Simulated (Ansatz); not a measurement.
The first iterations of a band of C2H4F2 (8 atoms, charge 0, multiplicity 1).

Computed with RKS PBE0-D4/def2-SVP (Ansatz).

- movable images: 9
- climbing image: yes
- spring: 5.0 eV/Å²
- optimiser: quadratic models (default)
- start path: through a guess of the saddle point
- force threshold: 0.03 eV/Å
- iteration limit: 53
- end points: relaxed

First end point:

```xyz
8
Properties=species:S:1:pos:R:3
C 0.002 0.774 0.024
C -0.047 -0.724 -0.010
F 0.926 -1.241 0.777
F 0.169 -1.170 -1.271
H 0.987 1.111 -0.327
H -0.158 1.137 1.049
H -0.775 1.194 -0.629
H -1.013 -1.139 0.332
```

Last end point:

```xyz
8
Properties=species:S:1:pos:R:3
C 0.002 0.775 0.010
C -0.044 -0.723 -0.055
F 0.041 -1.248 1.191
F 1.006 -1.192 -0.768
H -0.053 1.201 -1.000
H 0.946 1.086 0.481
H -0.838 1.156 0.606
H -0.968 -1.112 -0.521
```

| iteration | highest image above the first end (eV) | largest band force component (eV/Å) |
| --- | --- | --- |
| 1 | 0.418 | 3.074 |
| 2 | 0.178 | 0.975 |

**Question.** Does the band converge within its limit, and where does its top end?

**Answer.** It converged. It ended after 5 iterations with the highest image 0.153 eV above the first end. A vibrational analysis at the climbing image gives one clearly imaginary mode, 248i cm⁻¹: a first-order saddle point.

Run time: 2 min on 1 thread of Arm Neoverse V1, on a shared host, peak memory 0.14 GiB.
